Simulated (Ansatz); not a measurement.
A made-up structure of CH$_{4}$BO, doublet:

| atom | x (Å) | y (Å) | z (Å) |
| --- | --- | --- | --- |
| B1 | -0.6944 | 0.2249 | -0.5542 |
| C2 | 0.2562 | 0.1588 | 0.2499 |
| O3 | 0.6296 | -1.0552 | 0.3426 |
| H4 | -0.9908 | 1.3399 | -0.5994 |
| H5 | -1.1343 | -0.8191 | -1.1279 |
| H6 | 0.6953 | 1.0675 | 0.7977 |
| H7 | 1.2384 | -0.9168 | 0.8914 |

It is relaxed with PBE-D4/def2-SVP and then PBE0-D4/def2-TZVP (Ansatz 0.2.0). Atoms count as bonded within 1.22 times the sum of their covalent radii (H–H: 0.88 Å). The end point is not checked to be a true minimum.

(1) Does its bonding change? (Judge from chemistry; the calculation decides.)

Answers

(1) The calculation gives: No: no bond forms or breaks.

Where it ends: The first stage lowers the energy by 3.91 eV in 7 steps. It ends as CH₄BO ([BH2][CH][OH]):
```
7
angstrom
B -0.8499 0.3126 -0.6712
C 0.2992 0.1158 0.2787
O 0.8211 -1.0972 0.4991
H -1.2731 1.4200 -0.8267
H -1.3178 -0.6233 -1.2489
H 0.7744 0.9224 0.8383
H 1.5462 -1.0503 1.1307
```

Labels in which every atom is bracketed show which atoms are joined, not bond orders.

For scale, one of the runs: PBE0-D4/def2-TZVP relaxation, 117 basis functions, launched by `ansatz run in.yaml --threads 2 --pin off --events-out ev --progress --plain --max-ram 4352MiB`. The run took about 14 s on 2 CPU threads of an Intel Xeon Platinum 8175M (shared host).
